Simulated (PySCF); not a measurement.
AlF3, SMILES [F][Al]([F])[F].

Geometry: B3LYP-D3(BJ)/def2-TZVP. The isomer is the one that the SMILES or the coordinates give; other isomers of the formula were not compared.

Level of theory: TDDFT-LC-ωPBE/def2-SVPD in PySCF.

Vertical excitations; the highest root listed may be one member of a degenerate set. Gas-phase values at a fixed geometry. State labels are in the subgroup C2v.

```
state  symmetry  energy (eV)  λ (nm)      f                    main pairs
-----  --------  -----------  ------  -----  ----------------------------
S1           B1         9.06     137  0.000                HOMO→LUMO 85 %
S2           A2         9.54     130  0.000  HOMO−1→LUMO (degenerate set)
S3           B2         9.54     130  0.000  HOMO−2→LUMO (degenerate set)
S4           A1         9.87     126  0.093  HOMO−3→LUMO (degenerate set)
S5           B1         9.87     126  0.093  HOMO−4→LUMO (degenerate set)
S6           B2        10.33     120  0.220              HOMO−5→LUMO 84 %
S7           A2        10.54     118  0.000              HOMO→LUMO+1 96 %
S8           B1        10.81     115  0.020  HOMO−6→LUMO (degenerate set)
S9           A1        10.81     115  0.020  HOMO−7→LUMO (degenerate set)
S10          B2        11.24     110  0.000            HOMO−3→LUMO+1 95 %
T1           B1         8.78     141      0                HOMO→LUMO 82 %
T2           A2         9.19     135      0  HOMO−1→LUMO (degenerate set)
T3           B2         9.19     135      0  HOMO−2→LUMO (degenerate set)
T4           A1         9.43     132      0              HOMO−3→LUMO 80 %
```
Triplets are in the Tamm–Dancoff approximation, which puts them higher than full response would, so one can lie above its singlet here.
